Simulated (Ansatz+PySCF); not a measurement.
Results of a calculation; reference values are marked as such.
## Ansatz (development build ahead of 0.2.0) run

```yaml
crystal:
  periodic: [false, false, false]
  atoms:
    - { symbol: C, position_ang: [0.0, 0.0, -0.66531] }
    - { symbol: C, position_ang: [0.0, 0.0, 0.53225] }
    - { symbol: H, position_ang: [0.0, -0.93114, -1.24031] }
    - { symbol: H, position_ang: [0.0, 0.93114, -1.24031] }
    - { symbol: H, position_ang: [0.0, -0.93114, 1.10725] }
    - { symbol: H, position_ang: [0.0, 0.93114, 1.10725] }
basis:
  gaussian: { orbitals: STO-3G }
hamiltonian:
  xc: hf
correlation:
  method: ccsd_t
  frozen_orbitals: { C: 1, H: 0 }
scf:
  omitted_lower_state_checks: [stability, starts, atomic_configurations, cluster_reference, orbital_swaps, given_window_search, neighbouring_geometries, increment]
```

The input is written out in the form of the current development build from the run's settings.

Results

```yaml
Converged: yes
Reference_energy: -77.04950 hartree
CCSD_correlation_energy: -0.14508 hartree
Triples_correction: -0.00062 hartree
Total_energy: -77.19520 hartree
Spin_squared_of_the_determinant: 0.000
Largest_doubles_amplitude: 0.17
Occupied_orbitals_by_symmetry_in_an_Abelian_subgroup_alpha;_beta: 3 Ag 2 B1u 1 B2u 1 B3g 1 B3u; 3 Ag 2 B1u 1 B2u 1 B3g 1 B3u
```
